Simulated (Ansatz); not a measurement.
```yaml
crystal:
  periodic: [false, false, false]
  atoms:
    - {symbol: F, position_ang: [0.391904, -1.092132, 1.261973]}
    - {symbol: C, position_ang: [0.645969, -0.298959, 0.271006]}
    - {symbol: F, position_ang: [1.235419, -0.998385, -0.644973]}
    - {symbol: C, position_ang: [-0.614093, 0.221442, -0.260727]}
    - {symbol: Cl, position_ang: [-0.297487, 1.198333, -1.603320]}
    - {symbol: Cl, position_ang: [-1.427396, 1.073052, 0.951890]}
    - {symbol: H, position_ang: [1.287276, 0.467897, 0.592380]}
    - {symbol: H, position_ang: [-1.221602, -0.571258, -0.568229]}
basis:
  gaussian: {orbitals: STO-3G}
hamiltonian: {xc: {name: B3LYP-D3}, dispersion: d3bj}
accuracy: high
output: {forces: true}
```

```sh
$ ansatz run in.yaml --threads 4 --pin off --events-out ev --progress --plain --max-ram 10444MiB
```

How does Ansatz answer? (An estimate is asked.)

Ansatz gave: The input was rejected before any iteration.
```
Error: YAML parse error: error: line 14 column 19: hamiltonian.xc: no functional is named "B3LYP-D3"; the names, which are not case-sensitive, are SVWN5, SPW92, PBE, PBE0, PBEsol, revPBE, revPBE0, RPBE, rPW86-PBE, HSE06, wPBEh, LC-wPBE, HISS, HF, BLYP, B3LYP, B3LYP5, BHLYP, CAM-B3LYP, r2SCAN, r2SCANh, r2SCAN0, r2SCAN50, m-r2SCAN, B97, wB97, wB97X, wB97X-V, B97M-V, wB97M-V, B2PLYP, B2GP-PLYP, PBE0-DH, PBE-QIDH
12 | basis:
13 |   gaussian: {orbitals: STO-3G}
14 | hamiltonian: {xc: {name: B3LYP-D3}, dispersion: d3bj}
15 | accuracy: high
16 | output: {forces: true}
```

HSE06 is defined as in plane-wave codes.
